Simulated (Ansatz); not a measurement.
**Scan of the B1–Cl2 bond length**

BHCl (SMILES [BH]Cl), doublet, at its PBE0-D4/def2-TZVP minimum:

B1  (0.057, -0.499, -0.030)
Cl2  (0.928, 0.830, 0.600)
H3  (-0.996, -0.395, -0.583)
(Å)

The bond length B1–Cl2 (1.710 Å at the minimum) is set to the values below, the two halves moving rigidly along the bond. Each method's energies count from its own value at the PBE0-D4 minimum structure. Program: Ansatz 0.2.0. Basis: def2-TZVPP. Cores are frozen in the correlated methods; orbitals are unrestricted.

CCSD(T) energies along the scan:
```csv
bond length (Å),CCSD(T) (kJ/mol)
1.539,53.4
1.573,32.9
1.623,12.9
1.682,1.6
1.747,0.8
1.817,9.9
1.892,27.4
1.970,51.2
2.052,79.9
```
They count from the CCSD(T) energy at the PBE0-D4 minimum.

Minimum and curvature along this coordinate at CCSD(T): A fifth-order fit through the nearest points gives 1.718 Å, with a curvature of about 25 eV/Å².

**Question.** Treat the two halves as rigid bodies and work out the harmonic wavenumber of this stretch from that curvature (ν̃ = 521.5 √(k/μ) cm⁻¹ with k in eV/Å² and μ in u).

**Answer.** The halves weigh 11.82 and 35.45 u, so μ = 11.82 × 35.45/47.27 = 8.864 u and ν̃ = 521.5 √(25/8.864) ≈ 880 cm⁻¹. A true normal mode mixes in other motions, so this is a guide only.

Largest difference from the CCSD(T) curve over the scan: PBE-D4 3.4; r2SCAN-D4 3.2; wB97M-V 5.2; HF 5.6 kJ/mol. Each curve counts from its own value at the minimum.

The T1 diagnostic stays at or below 0.018. ⟨S²⟩ of the unrestricted Hartree–Fock references: 0.75 to 0.76 (a pure state has 0.75).

For scale, one of the runs: CCSD(T)/def2-TZVPP, 87 basis functions (an equivalent command: `ansatz run in.yaml --threads 2`). The run took about 1.7 s on 2 CPU threads (shared host).
